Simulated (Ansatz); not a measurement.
## How far each method lies from full CI for N$_{2}$, singlet

Geometry: a PBE0/def2-TZVP stationary point for this spin.

```tsv
atom	x (Å)	y (Å)	z (Å)
N	0.0000	0.0000	0.0000
N	0.0000	0.0000	1.0895
```

Basis cc-pVDZ; Ansatz 0.2.0. Correlated methods freeze the noble-gas cores, which leaves 10 electrons in 26 orbitals. R marks a restricted (for open shells ROHF) determinant. Active spaces: valence = (10e, 8o) chosen from the atoms' valence shells.

Full CI is exact within this basis and frozen core; it isn't the basis-set limit.

- UHF ⟨S²⟩: 0.000
- T1 diagnostic (RCCSD): 0.0115
- largest doubles amplitude (RCCSD): 0.102

| level | E − E(full CI) (kJ/mol) | share of correlation (%) | wall time |
| --- | --- | --- | --- |
| RHF | 842.0 | 0.00 | – |
| RMP2 | 44.3 | 94.74 | – |
| CISD | 89.0 | 89.43 | 0.7 s |
| RCCSD | 34.9 | 95.86 | – |
| RCCSD(T) | 4.4 | 99.48 | 0.27 s |
| BCCD(T) | 4.4 | 99.47 | 0.25 s |
| RCCSDT | 4.2 | 99.50 | – |
| CISDTQ | 5.3 | 99.37 | 2.1 s (H100) |
| RCCSDT(Q) | -0.1 | 100.01 | 1.1 s |
| RCCSDTQ | 0.5 | 99.94 | 2 s (H100) |
| CASSCF (valence space) | 458.0 | 45.61 | – |
| NEVPT2 (valence space) | 84.3 | 89.99 | 0.65 s |
| MRCISD (valence space) | 20.6 | 97.56 | – |
| MRCISD+Q (valence space) | 0.0 | 100.00 | 1.3 s |

The correlation energy at full CI, counted from RHF, is -8.727 eV. That run took 30 s on 5 threads of AMD EPYC 7R13 with a whole H100 80 GB, shared host over 540,924,024 determinants.

Times hold each run's SCF and search for its determinant on a shared host, so for small cases they say little of a method's own cost; rows without a card ran on 1 thread of AMD EPYC 7R13.

The full-CI state has the irrep Ag of D2h, in the program's axes (one component, if the state is degenerate).

Natural occupations of full CI about the gap: 1.982 1.963 1.961 1.922 1.922 0.075 0.075 0.022 0.012 0.009; effectively unpaired electrons, Σ n²(2−n)², 0.10.

Atomization energy (electronic, same basis, no zero-point term; atoms at the same level, unrestricted beside the R rows where the molecule is a closed shell, with restricted open-shell steps beyond CCSDT(Q)) at full CI: 836.3 kJ/mol. Errors of other levels:

| level | error (kJ/mol) |
| --- | --- |
| RHF | -382.5 |
| RMP2 | 43.7 |
| CISD | -81.2 |
| RCCSD | -31.0 |
| RCCSD(T) | -3.8 |
| BCCD(T) | -3.5 |
| RCCSDT | -4.2 |
| CISDTQ | -4.9 |
| RCCSDT(Q) | -0.2 |
| RCCSDTQ | -0.8 |
| CASSCF (valence space) | 15.7 |
| NEVPT2 (valence space) | 12.1 |
| MRCISD (valence space) | -12.3 |
| MRCISD+Q (valence space) | -6.1 |

This basis is far from its limit, so the value isn't to be set against a measured one. Truncated CI isn't size-consistent, which counts against it in atomization.
